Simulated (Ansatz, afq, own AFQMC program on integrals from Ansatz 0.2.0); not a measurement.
**Atomization energy of CuNH₄O, singlet**

```yaml
atoms:
  - { symbol: N, position_ang: [-1.0422, 0.6203, -0.1997] }
  - { symbol: Cu, position_ang: [0.6618, -0.2684, 0.0233] }
  - { symbol: O, position_ang: [2.2722, -1.0056, 0.1470] }
  - { symbol: H, position_ang: [-1.8023, -0.0402, -0.3701] }
  - { symbol: H, position_ang: [-1.0292, 1.2648, -0.9923] }
  - { symbol: H, position_ang: [-1.3041, 1.1682, 0.6214] }
  - { symbol: H, position_ang: [2.2440, -1.7391, 0.7704] }
```

Atoms in their ground-state spins without spin–orbit coupling (mostly on UHF) minus the molecule (RHF), without zero-point energy. The geometry is a stationary point, not shown to be a minimum.

Basis def2-TZVP. Noble-gas cores (and the filled d shells of Ga–Kr and In–Xe) are frozen. Ansatz 0.2.0 and our own AFQMC program on the same integrals; the CISD trial comes from CCSD amplitudes, and released means the phaseless constraint is let go. Uncertainties: one standard error, sampling alone. The metal's outer-core s and p shells are frozen, which shifts wave-function levels against functionals. The errors of all members are added in quadrature.

No full CI on the walks' own integrals is used here. The released AFQMC energy serves as the reference, which it does only where one determinant dominates, the energy is flat over the last release times and near the phaseless one (40 meV or 2 meV an electron, half that with transition metals). On small molecules, where full CI could be run and the noise was under 10 meV, such values lay within 10 meV of it in 19 cases of 20, a flattering rate, since the rule was set on those same cases; what remains of the bias isn't in the error bar. Each member takes its own surest rung, up to full CI.

The best estimate is CCSD(T) at the basis-set limit (CBS: def2-TZVPP and def2-QZVPP, with their diffuse functions for anions and beside diffuse sets, CCSD(T) itself extrapolated) plus the step from CCSD(T) to AFQMC with the constraint released in def2-TZVP. Rows without CBS are in def2-TZVP; B2PLYP and the wave-function rows carry a basis error of their own. Core correlation and relativity beyond core potentials are missing, and ± holds the sampling alone.

Cautions: no relativity below Rb; outer-core shells of the metal frozen; CuNH₄O (singlet): the released value is read at 0.90 1/Eh with a noise of 29 meV, more than in the cases checked (meV from the phaseless value at times in 1/Eh: -1 ± 20 at 0.21, 5 ± 20 at 0.42, 4 ± 28 at 0.63, 25 ± 29 at 0.90), released reference can be 30 meV off for metals; Cu (doublet): its ph-AFQMC/CISD value lies 23 ± 3 meV above CCSDT(Q); other spins of the molecule weren't checked.

Best estimate: 521.4 ± 0.7 kcal/mol.

```json
{"level": "HF", "atomization energy (kcal/mol)": "316.5", "error against the best estimate (kcal/mol)": "-204.9 ± 0.7"}
{"level": "MP2", "atomization energy (kcal/mol)": "504.5", "error against the best estimate (kcal/mol)": "-16.9 ± 0.7"}
{"level": "CCSD", "atomization energy (kcal/mol)": "481.6", "error against the best estimate (kcal/mol)": "-39.7 ± 0.7"}
{"level": "CCSD(T)", "atomization energy (kcal/mol)": "491.9", "error against the best estimate (kcal/mol)": "-29.5 ± 0.7"}
{"level": "ph-AFQMC/CISD", "atomization energy (kcal/mol)": "493.8 ± 0.4", "error against the best estimate (kcal/mol)": "-27.5 ± 0.8"}
{"level": "released AFQMC", "atomization energy (kcal/mol)": "492.9 ± 0.7", "error against the best estimate (kcal/mol)": "-28.5"}
{"level": "HF/CBS", "atomization energy (kcal/mol)": "322.1", "error against the best estimate (kcal/mol)": "-199.2 ± 0.7"}
{"level": "MP2/CBS", "atomization energy (kcal/mol)": "537.0", "error against the best estimate (kcal/mol)": "15.6 ± 0.7"}
{"level": "CCSD(T)/CBS", "atomization energy (kcal/mol)": "520.7", "error against the best estimate (kcal/mol)": "-0.6 ± 0.7"}
{"level": "PBE", "atomization energy (kcal/mol)": "524.4", "error against the best estimate (kcal/mol)": "3.0 ± 0.7"}
{"level": "r2SCAN", "atomization energy (kcal/mol)": "514.8", "error against the best estimate (kcal/mol)": "-6.6 ± 0.7"}
{"level": "PBE0", "atomization energy (kcal/mol)": "503.2", "error against the best estimate (kcal/mol)": "-18.2 ± 0.7"}
{"level": "B3LYP", "atomization energy (kcal/mol)": "509.1", "error against the best estimate (kcal/mol)": "-12.3 ± 0.7"}
{"level": "wB97M-V", "atomization energy (kcal/mol)": "515.3", "error against the best estimate (kcal/mol)": "-6.1 ± 0.7"}
{"level": "B2PLYP", "atomization energy (kcal/mol)": "507.7", "error against the best estimate (kcal/mol)": "-13.7 ± 0.7"}
```

Correlation beyond CCSD(T) changes it by less than twice the noise. Going to the basis-set limit adds 28.8 kcal/mol at CCSD(T). The perturbative (T) step is worth +10.3 kcal/mol.

Best estimates are given only where the step beyond CCSD(T) is under 0.3 eV and no member's determinant is very poor (T1 over 0.05, or 0.07 for open shells, ⟨S²⟩ too high by 0.3, two states mixed), so the hardest cases are missing from such tables.

The functionals ran in a triple-zeta set and keep a basis error of their own, a few kJ/mol for each bond in atomization energies and more for double hybrids, so close places among them and the extrapolated levels can swap.

Each member of a difference takes its own highest rung, so a best estimate needn't equal the limit plus the step of one row. Released energies are given only where the last usable release times agree within the noise; a slower fall can still hide under it.
